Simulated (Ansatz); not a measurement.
I need a geometry optimisation of C5H7 (charge +1), SMILES C#C[C+](C)C. Use Ansatz 0.2.0 through its Python package. Settings: Hartree-Fock, 6-31G* basis, multiplicity 1.

Contents of `c5h7.xyz`:
```text
12

C     2.22760   -1.33160    0.01460
C     1.19760   -0.71590    0.00790
C    -0.02310    0.01380   -0.00010
C    -1.33520   -0.67180    0.20490
C    -0.03840    1.49300   -0.21390
H     3.14170   -1.87810    0.02060
H    -1.84160   -0.26880    1.08760
H    -1.20950   -1.74950    0.35140
H    -1.98240   -0.52350   -0.66530
H    -0.48380    1.99780    0.64910
H    -0.62460    1.74300   -1.10380
H     0.97170    1.89170   -0.35300
```

The script, `c5h7_opt.py`:
```python
import itertools
import logging
import sys
import warnings

import ansatz
from ase.data import atomic_numbers, covalent_radii
import numpy as np

logging.basicConfig(stream=sys.stdout, format="%(levelname)s:%(name)s:%(message)s")
logger = logging.getLogger("ansatz_job")
logger.setLevel(logging.INFO)

warnings.simplefilter("ignore", ansatz.DeckWarning)

geometry = ansatz.Crystal.molecule_from_extxyz("c5h7.xyz")

calc = (
    geometry.calculation()
    .basis(gaussian="6-31G*")
    .functional("hf")
    .charge(1)
    .scf(lower_state_search="standard")
)
symbols = [site.symbol for site in geometry.cartesian_sites]
start = np.array([site.position_ang for site in geometry.cartesian_sites], dtype=float)
data = calc.relax(force_tolerance=0.02, max_steps=100).run(threads=1, pin="off").report
end = np.array(data["positions_ang"])

for key in ("converged", "free_energy_ev", "reference_energy_ev", "n_frozen", "n_occupied", "n_virtual"):
    logger.info(f"{key:22s} {data[key]}")

radius = [covalent_radii[atomic_numbers[s]] for s in symbols]
span = lambda where, i, j: np.linalg.norm(where[i] - where[j])
bonded = [(i, j) for i, j in itertools.combinations(range(len(symbols)), 2) if min(span(start, i, j), span(end, i, j)) < 1.2 * (radius[i] + radius[j])]
logger.info("pair        before    after (A)")
for i, j in bonded:
    print(f"{symbols[i]}{i}-{symbols[j]}{j}".ljust(10), f"{span(start, i, j):8.4f} {span(end, i, j):8.4f}")
for first, second in list(itertools.combinations(bonded, 2)):
    shared = set(first) & set(second)
    if shared and symbols[(j := shared.pop())] != "H":
        i, k = sorted((set(first) | set(second)) - {j})
        u, v = end[i] - end[j], end[k] - end[j]
        angle = np.degrees(np.arccos(np.clip(u @ v / np.linalg.norm(u) / np.linalg.norm(v), -1, 1)))
        logger.info(f"final angle {symbols[i]}{i}-{symbols[j]}{j}-{symbols[k]}{k}: {angle:.2f} deg")
with open("c5h7_opt.xyz", "w") as handle:
    handle.write(f"{len(symbols)}\nrelaxed C5H7(+)\n")
    handle.writelines(f"{s:2s} {x:11.6f} {y:11.6f} {z:11.6f}\n" for s, (x, y, z) in zip(symbols, end))
```

Output of `python c5h7_opt.py`:
```text
INFO:ansatz_job:converged              True
INFO:ansatz_job:free_energy_ev         -5253.801615175204
INFO:ansatz_job:reference_energy_ev    -5253.801615175204
INFO:ansatz_job:n_frozen               0
INFO:ansatz_job:n_occupied             [18, 18]
INFO:ansatz_job:n_virtual              [71, 71]
INFO:ansatz_job:pair        before    after (A)
C0-C1        1.2000   1.1997
C0-H5        1.0650   1.0636
C1-C2        1.4222   1.3800
C2-C3        1.4945   1.4831
C2-C4        1.4946   1.4830
C3-H6        1.0945   1.0922
C3-H7        1.0949   1.0793
C3-H8        1.0946   1.0833
C4-H9        1.0945   1.0833
C4-H10       1.0946   1.0922
C4-H11       1.0948   1.0794
INFO:ansatz_job:final angle C1-C0-H5: 179.99 deg
INFO:ansatz_job:final angle C0-C1-C2: 179.99 deg
INFO:ansatz_job:final angle C1-C2-C3: 120.06 deg
INFO:ansatz_job:final angle C1-C2-C4: 120.04 deg
INFO:ansatz_job:final angle C3-C2-C4: 119.91 deg
INFO:ansatz_job:final angle C2-C3-H6: 105.94 deg
INFO:ansatz_job:final angle C2-C3-H7: 112.82 deg
INFO:ansatz_job:final angle C2-C3-H8: 110.46 deg
INFO:ansatz_job:final angle C2-C4-H9: 110.48 deg
INFO:ansatz_job:final angle C2-C4-H10: 105.89 deg
INFO:ansatz_job:final angle C2-C4-H11: 112.85 deg
INFO:ansatz_job:final angle H6-C3-H7: 108.66 deg
INFO:ansatz_job:final angle H6-C3-H8: 107.02 deg
INFO:ansatz_job:final angle H7-C3-H8: 111.60 deg
INFO:ansatz_job:final angle H9-C4-H10: 107.02 deg
INFO:ansatz_job:final angle H9-C4-H11: 111.59 deg
INFO:ansatz_job:final angle H10-C4-H11: 108.66 deg
```

File `c5h7_opt.xyz` afterwards:
```text
12
relaxed C5H7(+)
C     2.181873   -1.304003    0.014158
C     1.152156   -0.688479    0.007719
C    -0.032391    0.019408    0.000181
C    -1.316944   -0.679479    0.247165
C    -0.022577    1.480110   -0.255631
H     3.094832   -1.849682    0.019752
H    -1.558293   -0.501116    1.297343
H    -1.252336   -1.744403    0.083667
H    -2.110022   -0.233223   -0.340607
H    -0.797013    1.971171    0.321174
H    -0.283497    1.600875   -1.309326
H     0.944212    1.928921   -0.085596
```

The settings weren't tested for convergence. The end point is the stationary point reached from this start; no frequency run checks that it is a minimum, and the basis set is modest. Finished in 19 s on 1 thread of Intel(R) Xeon(R) Platinum 8488C (Sapphire Rapids) (shared host), peak memory 0.24 GiB.

(Lines on the test bed's own set-up are left out of the output.)
